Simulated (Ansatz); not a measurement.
## How the elastic constant C33 of rhombohedral A7 Sb moves with the method

No measured value is used here.

```tsv
level (code)	value (GPa)	cell (Å³/atom)
LDA (Ansatz)	54.9	29.13
PBE (Ansatz)	33.2	31.86
PBEsol (Ansatz)	(withheld)	29.79
```

Problem. Complete the blanks.

Solution. 
- PBEsol (Ansatz, a quantum-chemistry and plane-wave program), value (GPa): 50.4

LDA, PBE, PBEsol: the cell comes from a level without a dispersion term, which matters for the spacing of layers, chains or molecules. Each level is taken at its own relaxed cell. Ansatz's density-functional and Hartree–Fock values are scalar-relativistic unless marked +SOC, with PAW data made under PBE.
